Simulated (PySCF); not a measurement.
## `[NH2-]`, [H2N]-, charge -1

Molfile (atoms numbered from 1):
```
H2N
     RDKit          3D

  3  2  0  0  0  0  0  0  0  0999 V2000
    0.0050    0.4677   -0.0023 N   0  0  0  0  0  0  0  0  0  0  0  0
   -0.7760   -0.2329   -0.0693 H   0  0  0  0  0  0  0  0  0  0  0  0
    0.7824   -0.2374    0.0590 H   0  0  0  0  0  0  0  0  0  0  0  0
  1  2  1  0
  1  3  1  0
M  CHG  1   1  -1
M  END
```

Method: PySCF, GIAO B3LYP/6-311+G(2d,p) magnetisability, rotational g tensor and spin-rotation constants, non-relativistic, gas phase. Geometry: PBE0-D3(BJ)/def2-SVP.

For an ion the centre-of-mass motion in the field is neglected. The highest occupied orbital is unbound at this level, so the values depend on the basis.

How diamagnetic is it, and how anisotropic?

Isotropic -394 × 10⁻³⁰ J/T², or -23.8 × 10⁻⁶ cm³/mol; principal values -416, -390, -378 × 10⁻³⁰ J/T², anisotropy 34 × 10⁻³⁰ J/T² (root of half the summed squared differences of the principal values). The susceptibility is in cgs units.

Split it along the inertial axes a, b, c into diamagnetic and paramagnetic parts about the centre of mass, with the quadrupole moment.


```tsv
axis	χ (10⁻⁶ cm³/mol)	diamagnetic (10⁻⁶ cm³/mol)	paramagnetic (10⁻⁶ cm³/mol)	summed x² of all electrons (Å²)	quadrupole Θ (D Å)
a	-25.1	-26.9	1.9	3.3	+3.23
b	-23.5	-27.1	3.6	3.3	+0.53
c	-22.8	-28.0	5.2	3.1	-3.76
```
Anisotropies 2χaa − χbb − χcc = -3.9 and 2χbb − χaa − χcc = +0.9 × 10⁻⁶ cm³/mol. Θ is traceless in Buckingham's convention.

And the rotational g tensor?


```csv
axis,rotational constant (GHz),g,nuclear part,electronic part
a,580.5792,+0.4313,0.9371,-0.5057
b,410.1746,+0.3044,0.9995,-0.6950
c,240.3613,+0.3839,0.9736,-0.5897
```
Asymmetric top; isotopes 1H, 14N; no vibrational averaging.
